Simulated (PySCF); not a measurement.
A GIAO shielding run with PySCF (density fitting, non-relativistic, gas phase) on `P`, H₃P:

```
$ OMP_NUM_THREADS=1 python probes_run.py task.json out

{"job": {"kind": "nmr", "xc": "BP86", "basis": "pcSseg-2", "pop": false}, "charge": 0, "multiplicity": 1}
P     -0.003713     0.005262     0.504810
H     -0.581453     1.046947    -0.284332
H      1.197617    -0.015405    -0.268497
H     -0.611926    -1.025028    -0.276332
```

Hardware: 1 thread of an Arm Neoverse V2, shared host.

**Question.** How large is the calculation?

**Answer.** 18 electrons, 85 basis functions and 257 auxiliary functions.

**Question.** How long does it take, and how much memory does it need?

**Answer.** 1.3 s of wall time, with 10 SCF cycles; peak memory 0.31 GiB. Times on a shared host scatter by some tens of per cent.

**Question.** And these other runs on the same molecule and hardware: GIAO shielding at B3LYP/pcSseg-2; GIAO shielding at B97-D/pcSseg-2; GIAO shielding at BLYP/pcSseg-2; GIAO shielding at KT2/pcSseg-2; GIAO shielding at KT3/pcSseg-2; GIAO shielding at LDA/pcSseg-2?

**Answer.** B3LYP/pcSseg-2: 85 functions, 1 s; B97-D/pcSseg-2: 85 functions, 1.4 s; BLYP/pcSseg-2: 85 functions, 1.3 s; KT2/pcSseg-2: 85 functions, 1.3 s; KT3/pcSseg-2: 85 functions, 1.3 s; LDA/pcSseg-2: 85 functions, 1 s.
